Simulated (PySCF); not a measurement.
SMILES S[CH2] (CH3S), doublet, CAM-B3LYP/def2-SVP optimised geometry.

```
5

C     -0.28     0.50     0.00
S     -0.04    -1.20     0.00
H     -1.31     0.85     0.00
H      0.55     1.20     0.01
H      1.31    -1.20     0.00
```

Density from unrestricted CAM-B3LYP/def2-TZVP in PySCF at that geometry.

Minimum of the electron density along straight lines between bonded atoms, close to the bond critical point (lines longer than 1.1 times the sum of covalent radii, or with two minima, are not listed):

| bond | length / Å | ρ at the minimum / e bohr⁻³ | ∇²ρ there / e bohr⁻⁵ | position (fraction from the first atom) |
|---|---|---|---|---|
| C1–S2 | 1.723 | 0.214 | ? | 0.48 |
| C1–H3 | 1.089 | 0.279 | -0.97 | 0.65 |
| C1–H4 | 1.089 | 0.278 | -0.97 | 0.65 |
| S2–H5 | 1.348 | 0.217 | -0.65 | 0.65 |

Complete the blanks.


- C1–S2, ∇²ρ there / e bohr⁻⁵: -0.45
